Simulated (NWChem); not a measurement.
All runs are NWChem calculations. System: CH, charge 0, spin multiplicity 2, displaced from the optimised geometry. The structure started from a generated list of species. Its SCF solution wasn't tested for a lower state. Level: UPBE/def2-TZVP.

NWChem printed:

```
             Northwest Computational Chemistry Package (NWChem) 7.3.0
             --------------------------------------------------------

                                NWChem Input Module
                                -------------------

 Scaling coordinates for geometry "geometry" by  1.889725989
 (inverse scale =  0.529177249)

 Turning off AUTOSYM since
 SYMMETRY directive was detected!

                             Geometry "geometry" -> ""
                             -------------------------

 Output coordinates in angstroms (scale by  1.889725989 to convert to a.u.)

  No.       Tag          Charge          X              Y              Z
 ---- ---------------- ---------- -------------- -------------- --------------
    1 C                    6.0000     0.00000000     0.00000000     0.16527800
    2 H                    1.0000     0.00000000     0.00000000    -0.99166900

 Effective nuclear repulsion energy (a.u.)       2.7443465379

            Nuclear Dipole moment (a.u.)
            ----------------------------
        X                 Y               Z
 ---------------- ---------------- ----------------
     0.0000000000     0.0000000000    -0.0000018897

      Symmetry information
      --------------------

 Group name             C2v
 Group number             16
 Group order               4
 No. of unique centers     2

      Symmetry unique atoms

     1    2


 Summary of "ao basis" -> "" (spherical)
 ------------------------------------------------------------------------------
       Tag                 Description            Shells   Functions and Types
 ---------------- ------------------------------  ------  ---------------------
 *                         def2-tzvp                  on all atoms

 Summary of "cd basis" -> "" (spherical)
 ------------------------------------------------------------------------------
       Tag                 Description            Shells   Functions and Types
 ---------------- ------------------------------  ------  ---------------------
 *                  weigend_coulomb_fitting           on all atoms

  pbe96 is a nonlocal functional; adding pw91lda local functional.

                                 NWChem DFT Module
                                 -----------------

 Summary of "ao basis" -> "ao basis" (spherical)
 ------------------------------------------------------------------------------
       Tag                 Description            Shells   Functions and Types
[...]
     -   - - -        -----         -----         ----         -------
     0   0 0 0     -0.000000     -4.000000     -3.000000      7.000000

     1   1 0 0     -0.000000     -0.000000     -0.000000      0.000000
     1   0 1 0     -0.000000     -0.000000     -0.000000      0.000000
     1   0 0 1     -0.550343     -0.388147     -0.162193     -0.000002

     2   2 0 0     -4.312896     -2.517960     -1.794936      0.000000
     2   1 1 0     -0.000000     -0.000000     -0.000000      0.000000
     2   1 0 1     -0.000000     -0.000000     -0.000000      0.000000
     2   0 2 0     -5.840829     -4.147834     -1.692995      0.000000
     2   0 1 1     -0.000000     -0.000000     -0.000000      0.000000
     2   0 0 2     -5.798657     -5.284471     -4.611298      4.097112

            General Information
            -------------------
          SCF calculation type: DFT
          Wavefunction type:  spin polarized.
          No. of atoms     :     2
          No. of electrons :     7
           Alpha electrons :     4
            Beta electrons :     3
          Charge           :     0
          Spin multiplicity:     2
          Use of symmetry is: on ; symmetry adaption is: on
          Maximum number of iterations: 100
          AO basis - number of functions:    37
                     number of shells:    15
          A Charge density fitting basis will be used.
          CD basis - number of functions:    60
                     number of shells:    20
          Convergence on energy requested:  1.00D-06
          Convergence on density requested:  1.00D-05
          Convergence on gradient requested:  5.00D-04

              XC Information
              --------------
          PerdewBurkeErnzerhof Exchange Functional  1.000
            Perdew 1991 LDA Correlation Functional  1.000 local
           PerdewBurkeErnz. Correlation Functional  1.000 non-local

             Grid Information
             ----------------
          Grid used for XC integration:  medium
          Radial quadrature: Mura-Knowles
          Angular quadrature: Lebedev.
          Tag              B.-S. Rad. Rad. Pts. Rad. Cut. Ang. Pts.
          ---              ---------- --------- --------- ---------
          C                   0.70       49           7.0       434
          H                   0.35       45           7.0       434
          Grid pruning is: on
          Number of quadrature shells:    94
          Spatial weights used:  Erf1

          Convergence Information
          -----------------------
          Convergence aids based upon iterative change in
          total energy or number of iterations.
          Levelshifting, if invoked, occurs when the
          HOMO/LUMO gap drops below (HL_TOL):  1.00D-02
          DIIS, if invoked, will attempt to extrapolate
          using up to (NFOCK): 10 stored Fock matrices.

                    Damping( 0%)  Levelshifting(0.5)       DIIS
                  --------------- ------------------- ---------------
          dE  on:    start            ASAP                start
          dE off:    2 iters        100 iters           100 iters

      Screening Tolerance Information
      -------------------------------
          Density screening/tol_rho:  1.00D-10
          AO Gaussian exp screening on grid/accAOfunc:  14
          CD Gaussian exp screening on grid/accCDfunc:  20
          XC Gaussian exp screening on grid/accXCfunc:  20
          Schwarz screening/accCoul:  1.00D-08

  int_init: cando_txs set to always be  F
  intd_init: cando_txs set to always be  F

                            NWChem DFT Gradient Module
                            --------------------------

  charge          =   0.00
  wavefunction    = open shell

  Using symmetry

                         DFT ENERGY GRADIENTS

    atom               coordinates                        gradient
                 x          y          z           x          y          z
   1 C       0.000000   0.000000   0.312330    0.000000   0.000000   0.009064
   2 H       0.000000   0.000000  -1.873983    0.000000   0.000000  -0.009064

                 ----------------------------------------
                 |  Time  |  1-e(secs)   |  2-e(secs)   |
                 ----------------------------------------
                 |  CPU   |       0.00   |       0.00   |
                 ----------------------------------------
                 |  WALL  |       0.00   |       0.00   |
                 ----------------------------------------

 Task  times  cpu:        0.6s     wall:        0.6s

 Total times  cpu:        0.6s     wall:        0.6s
```

Write an NWChem input that would produce this output.

Several could match; the one computed here: 
```
start mol
memory heap 200 mb stack 900 mb global 1100 mb
geometry units angstroms nocenter noautoz
  C      0.000000     0.000000     0.165278
  H      0.000000     0.000000    -0.991669
  symmetry group C2v
end
basis spherical
  * library def2-tzvp
end
basis "cd basis" spherical
  * library weigend_coulomb_fitting
end
dft
  xc xpbe96 cpbe96
  odft
  mult 2
  semidirect memsize 60000000 filesize 0
  iterations 100
end
task dft gradient
```
